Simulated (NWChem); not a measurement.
System: hydrogen fluoride (HF); SMILES F

```xyz
2

F      0.0000     0.0000     0.0871
H      0.0000     0.0000    -0.8331
```
Atoms are numbered in this order, from 1.

All runs: NWChem. Geometry optimised at PBE0/def2-SVP; all other runs use it. 

```tsv
quantity	level	value
dipole in solution (D) in water	PBE0/def2-SVP, SMD	___
isotropic polarisability (bohr³), static	PBE0/def2-SVPD	5.5
vertical, lowest excitation, singlet (eV)	PBE0/def2-SVPD, TDA	10.32
vertical ionisation energy, ΔSCF (eV)	PBE/def2-SVP	___
dipole (D)	PBE0/def2-SVP	___
highest harmonic frequency (cm⁻¹)	PBE0/def2-SVP	4160
```

Q: Some entries are withheld; supply them.

A: 
- dipole in solution (D) in water, value: 2.09
- vertical ionisation energy, ΔSCF (eV), value: 15.85
- dipole (D), value: 1.86
